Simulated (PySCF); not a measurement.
SMILES O[CH2] (CH3O), doublet, PBE0/def2-SVP optimised geometry.

```
5

C     -0.22    -0.52     0.00
O     -0.88     0.66     0.00
H     -0.76    -1.34     0.48
H      0.88    -0.52     0.00
H     -0.32     1.34    -0.39
```

Density from unrestricted PBE0/def2-TZVP run with PySCF at that geometry.

Minimum of the electron density along straight lines between bonded atoms, close to the bond critical point (lines longer than 1.1 times the sum of covalent radii, or with two minima, are not listed):

```tsv
bond	length / Å	ρ at the minimum / e bohr⁻³	∇²ρ there / e bohr⁻⁵	position (fraction from the first atom)
C1–O2	1.353	0.290	-0.33	0.33
C1–H3	1.092	0.283	-1.00	0.65
C1–H4	1.096	0.278	-0.96	0.65
O2–H5	0.962	0.363	-2.49	0.81
```
